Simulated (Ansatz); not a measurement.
Equilibrium of C2H2F4 ⇌ C2F4 + H2 at process temperatures

Species: C2H2F4 `FC(F)C(F)F`, singlet; C2F4 (tetrafluoroethylene) `FC(F)=C(F)F`, singlet; H2, singlet. 

The electronic reaction energy at CCSD(T)/CBS estimate is +235.9 kJ/mol. Shapes: PBE0-D4/def2-TZVP. Flexible molecules stand in one conformer, not always the lowest. Programs: Ansatz 0.2.0. Enthalpy and entropy come from rigid-rotor, harmonic-oscillator sums on unscaled PBE0-D4/def2-TZVP wavenumbers, ideal gases at 1 bar; R ln 2 is added for the mirror twin of the chiral shape of C2H2F4. Symmetry numbers: C2H2F4 2, C2F4 4, H2 2. R = 8.3145 J/(mol K).

| T (K) | ΔH (kJ/mol) | ΔS (J/(mol K)) |
| --- | --- | --- |
| 400 | +209.0 | +116.2 |
| 600 | +212.2 | +122.7 |
| 800 | ? | ? |

**Question.** Work out ln K at 400 and 600 K, and from these estimate it at 800 K.

**Answer.** 
1. 400 K: ΔG = +209.0 − 400 × (+116.2)/1000 = +162.5 kJ/mol; ln K = −ΔG/RT = -48.86.
2. 600 K: ΔG = +212.2 − 600 × (+122.7)/1000 = +138.6 kJ/mol; ln K = −ΔG/RT = -27.78.
3. Slope against 1000/T: (-27.78 − (-48.86))/(1.6667 − 2.5000) = -25.30, that is −ΔH/R with ΔH near +210 kJ/mol.
4. 800 K: ln K = -48.86 + (-25.30) × (1.2500 − 2.5000) = -17.23.

The full sums give ΔH = +213.6 kJ/mol, ΔS = +124.7 J/(mol K), ΔG = +113.8 kJ/mol and ln K = -17.11 at 800 K, so the line is off by -0.12 in ln K; without rounding the miss is -0.12, from the change of ΔH with temperature. The reactants are favoured over this whole range. The number of molecules rises, which sets the sign of ΔS, and lower pressure favours the products. An error of 10 kJ/mol in the energy moves ln K by 1.5 at 800 K. Soft modes are treated as harmonic, which can err either way at these temperatures; the lowest are those of C2H2F4 (80 cm⁻¹), C2F4 (203 cm⁻¹). Other conformers aren't counted. The CBS estimate extrapolates MP2 from def2-TZVPP and def2-QZVPP and adds CCSD(T) − MP2 in the triple-zeta set, cores frozen; for H2 it overshoots the exact energy by about 1 mEh.
